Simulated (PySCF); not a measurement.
Compound: HF.
Geometry (PBE0-D3(BJ)/def2-TZVP, Å), atoms numbered from 1 in this order:
```
atom  x, y, z in Å
F1     0.468   -0.028    0.001
H2    -0.451   -0.001   -0.013
```

Level of theory: PBE0-D3(BJ)/def2-TZVP geometry optimisation, gas phase in PySCF 2.14.0.

Masses are those of the commonest isotopes; rigid-rotor values at the optimised geometry. 

(1) What are the moment of inertia and the rotational constant?

(2) List the first levels of a rigid rotor in a Σ state.

(3) Where do the first rotational lines fall?

Answers

(1) I = 0.810 u·Å², B = 505379 MHz·u·Å²/I = 624031 MHz (20.8154 cm⁻¹, or 29.949 K as hB/k). For two atoms I = μr² with μ = 0.9571 u and r = 0.9199 Å.

(2) E(J) = BJ(J+1): J = 1: 41.631, J = 2: 124.893, J = 3: 249.785, J = 4: 416.309, J = 5: 624.463, J = 6: 874.248 cm⁻¹.

(3) The dipole is 1.93 D; J+1 ← J lies at 2B(J+1): 1 ← 0 at 1248.06 GHz, 2 ← 1 at 2496.12 GHz, 3 ← 2 at 3744.18 GHz, 4 ← 3 at 4992.25 GHz, 5 ← 4 at 6240.31 GHz, 6 ← 5 at 7488.37 GHz.

Stationary, but not proved a minimum. These are rigid-rotor constants of the computed structure; measured ground-state constants (B0) also hold zero-point vibration.
